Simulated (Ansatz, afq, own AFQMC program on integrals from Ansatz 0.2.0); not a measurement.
Where AFQMC and coupled cluster stand for SiGeH$_{2}$, singlet

```xyz
4

Si    0.0000   -0.0028    1.5631
Ge    0.0000   -0.0228   -0.5875
H     0.0000    1.3277    0.5197
H     0.0000    0.3931   -1.7376
```

Connectivity, by distances: Si–GeH, 1 bridging H.

Basis cc-pVDZ. Only valence electrons are correlated. Ansatz 0.2.0 and our own AFQMC program on the same integrals; the CISD trial comes from CCSD amplitudes, and released means the phaseless constraint is let go. Error bars are statistical, one sigma. No spin–orbit coupling.

Determinant: UHF, the one that the program's search chose, which needn't be the lowest solution. The geometry is a point of a scan.

No full CI on the walks' own integrals is used here; CCSDT(Q) serves as the reference and is uncertain by about the last step of the cluster series.

Cautions: no relativity below Rb; no spin-orbit coupling; inner d shell frozen; higher spins were not checked; an unrestricted solution with more broken spin lies lower (60 meV, ⟨S²⟩ 0.34), while this determinant keeps restricted orbitals; the ph-AFQMC/HF walk drifts between its halves (2.7 errors).

- T1 diagnostic: 0.0188
- weight of the determinant in the CISD state: 0.846
- ⟨S²⟩ of the determinant: 0.000
- size of the correlated space: 10 electrons in 36 orbitals

Reference: CCSDT(Q), correlation energy -6.146 eV. The released energy is read at 2.40 1/Eh (meV from the phaseless value at times in 1/Eh: -12 ± 18 at 0.24, -22 ± 14 at 0.51, -27 ± 13 at 0.99, -40 ± 19 at 1.62, -44 ± 18 at 2.40).

```json
{"level": "HF", "E − E(reference) (kJ/mol)": "593.0", "share of correlation (%)": "0.00"}
{"level": "MP2", "E − E(reference) (kJ/mol)": "113.5", "share of correlation (%)": "80.85"}
{"level": "CCSD", "E − E(reference) (kJ/mol)": "32.8", "share of correlation (%)": "94.47"}
{"level": "CCSD(T)", "E − E(reference) (kJ/mol)": "5.3", "share of correlation (%)": "99.11"}
{"level": "CCSDT", "E − E(reference) (kJ/mol)": "2.3", "share of correlation (%)": "99.61"}
{"level": "ph-AFQMC/HF", "E − E(reference) (kJ/mol)": "-3.2 ± 6.5", "share of correlation (%)": "100.55"}
{"level": "ph-AFQMC/CISD", "E − E(reference) (kJ/mol)": "3.7 ± 1.9", "share of correlation (%)": "99.37"}
{"level": "released AFQMC", "E − E(reference) (kJ/mol)": "-0.5 ± 1.7", "share of correlation (%)": "100.09"}
```

A walk keeps the symmetry of its determinant, which the program's search chose and which needn't be the lowest solution, so a lower state of the same spin and another symmetry isn't excluded. Released energies are given only where the last usable release times agree within the noise; a slower fall can still hide under it.
